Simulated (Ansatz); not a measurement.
We consider rutile CrO2, described by rVV10 (Ansatz, a program for electronic structure, PAW).

Run with plane-wave cutoff 520 eV, 12×12×18 k mesh (along the axes of the cell as run), Fermi–Dirac smearing 0.05 eV, spin-polarised with parallel moments, scalar-relativistic PAW data made under PBE.

Cell (relaxed at this level):

```
CELL_PARAMETERS angstrom
      4.45273     0.00000     0.00000
      0.00000     4.45273     0.00000
      0.00000     0.00000     2.94190
ATOMIC_POSITIONS crystal
  Cr 0.00000 0.00000 0.00000
  Cr 0.50000 0.50000 0.50000
  O  0.30299 0.30299 0.00000
  O  0.80299 0.19701 0.50000
  O  0.19701 0.80299 0.50000
  O  0.69701 0.69701 0.00000
```
Starting moments (μB, in the order of the record's atoms Cr Cr O O O O): 2.5 2.5 0.0 0.0 0.0 0.0.

Task: Predict the bulk modulus, magnetic moment (largest site, within a sphere) and pressure derivative B′ of the bulk modulus.

Result: 
bulk modulus: 234 GPa
magnetic moment (largest site, within a sphere): 1.73 μB
pressure derivative B′ of the bulk modulus: 4.9

The run finds no gap.

Measured, for comparison: bulk modulus 242 ± 2 GPa (temperature not stated, not corrected to a static lattice, equation of state from high-pressure X-ray diffraction; as tabulated in Datta et al. (2023), arXiv:2307.04584). Computed (rounded) less measured: bulk modulus -3 %.

Note: the bulk modulus comes from volumes at which shape and atoms were relaxed.

Moments are spin moments.

Static lattice: no zero-point or thermal effects.

Cost on a shared machine: roughly 30 core-minutes.
